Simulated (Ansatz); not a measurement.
Relaxed structures of CH5OSi (charge -1), closed shell (PBE0-D4/def2-TZVPD; forces vanish, vibrations not checked; lower isomers may exist, and structures with a doubtful reference or unclear bonds are left out; Å). Ansatz 0.2.0; basis: def2-TZVPPD; cores frozen in the correlated methods.

Question: Rank them by CCSD(T) energy, lowest first, and give each one's height above the lowest. Links in brackets join atoms within 1.22 times the sum of their covalent radii (1.1 for two metals). (An estimate is asked for; the value comes from the calculation.)
A.
CH₅OSi ([CH2][SiH2][OH]), total charge -1
```
8
angstrom
C -0.3861 0.8219 -0.8317
Si 0.7148 -0.3524 -0.1498
O 0.1334 -1.5983 0.8806
H -1.1182 0.5742 -1.5987
H -0.5603 1.7718 -0.3300
H 1.4588 -1.2206 -1.1598
H 1.7945 0.3254 0.6678
H 0.7261 -2.3552 0.8494
```
B.
CH₅OSi ([CH3][SiH][OH]), total charge -1
```
8
angstrom
C -0.5608 0.7863 -0.4877
Si 0.9481 -0.4000 -0.1796
O 0.1744 -1.5651 0.8818
H -1.2566 0.3651 -1.2222
H -0.2012 1.7453 -0.8841
H -1.1202 0.9868 0.4364
H 1.5989 0.5133 0.8956
H 0.4174 -2.4316 0.5599
```
C.
CH₅OSi ([CH3][SiH2][O]), total charge -1
```
8
angstrom
C -0.5509 0.8150 -0.4908
Si 0.8394 -0.3623 0.0844
O 0.3860 -1.7117 0.7312
H -1.1812 0.3277 -1.2428
H -0.1362 1.7316 -0.9289
H -1.1913 1.0948 0.3528
H 1.6945 0.5613 0.9615
H 1.7072 -0.4677 -1.1763
```

Answer: Computed: C (0.0 kJ/mol), B (98.3 kJ/mol), A (120.8 kJ/mol). Heights count from the lowest.

The T1 diagnostic stays at or below 0.016.

For scale, one of the runs: CCSD(T)/def2-TZVPPD, 210 basis functions, launched by `ansatz run in.yaml --threads 2 --pin off --events-out ev --progress --plain --max-ram 4352MiB`. Hardware: 2 CPU threads of an Arm Neoverse V2, shared host. Wall time 54 s; peak host memory 2.8 GiB.
